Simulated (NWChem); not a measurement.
A series in which one site is exchanged, each optimised at PBE0/def2-SVP with NWChem, gas phase unless a solvent is named. Some are not confirmed as minima by frequencies. def2 effective core potentials on Zr; no spin-orbit coupling.

A: FCF (CH$_{2}$F$_{2}$; site = C)
B: [F][TiH2][F] (TiH$_{2}$F$_{2}$; site = Ti)
C: [F][GeH2][F] (GeH2F2; site = Ge)
D: [F][ZrH2][F] (ZrH2F2; site = Zr)

**Question.** Rank them by lowest singlet excitation, B3LYP/def2-SVPD, TDA (eV), lowest first.

**Answer.** B (3.43), D (4.26), C (8.11), A (9.04)
